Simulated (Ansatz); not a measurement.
Geometry optimisation, RKS PBE0/def2-SVP in Ansatz.

input.yaml

```yaml
crystal:
  periodic: [false, false, false]
  atoms:
    - { symbol: Si, position_ang: [0.261508, 0.049045, 0.079353] }
    - { symbol: "N", position_ang: [0.853013, -0.245763, 1.723633] }
    - { symbol: H, position_ang: [0.212423, -0.283742, 2.511186] }
    - { symbol: H, position_ang: [1.681625, 0.280626, 1.976042] }
    - { symbol: H, position_ang: [1.635157, 0.133479, -0.406949] }
    - { symbol: H, position_ang: [-0.502304, 1.315263, -0.204085] }
    - { symbol: Si, position_ang: [-0.951554, -1.813751, -0.689649] }
    - { symbol: H, position_ang: [-1.742819, -2.400988, 0.43799] }
    - { symbol: H, position_ang: [-1.918654, -1.417446, -1.762584] }
    - { symbol: H, position_ang: [-0.038695, -2.865222, -1.237037] }
basis:
  gaussian: { orbitals: def2-SVP }
hamiltonian:
  xc: pbe0
relax:
  f_tol: 0.03
  max_steps: 50
```

Launched with:

```bash
$ ansatz run input.yaml --threads 2 --pin off --max-ram 3072MiB --backend cpu --events-out ev --progress --plain --runs-dir out
```

Problem. Where does it end, and by what steps?

Solution. It converged. The force dipped under the threshold on the way, but the program's further checks kept it going. After 10 steps the energy has fallen by 0.236 eV; H5 moved furthest, 0.47 Å.

```tsv
step	energy less start (eV)	largest force component (eV/Å)	accepted
0	0.0000	1.227	yes
1	-0.1790	0.541	yes
2	-0.2035	0.266	yes
3	-0.1881	0.405	no
4	-0.2185	0.424	yes
5	-0.2289	0.143	yes
6	-0.2340	0.029	yes
7	-0.2326	0.129	no
8	-0.2353	0.067	yes
9	-0.2349	0.069	no
10	-0.2359	0.016	yes
```

```xyz
10
Properties=species:S:1:pos:R:3
Si 0.309 0.078 0.096
N 0.927 -0.291 1.677
H 0.284 -0.619 2.390
H 1.623 0.321 2.090
H 1.477 0.317 -0.807
H -0.568 1.297 -0.012
Si -0.927 -1.778 -0.635
H -1.956 -2.138 0.393
H -1.637 -1.471 -1.917
H -0.043 -2.966 -0.848
```

The run took 19 s on 2 threads of Arm Neoverse V1, on a shared host, peak memory 0.15 GiB.
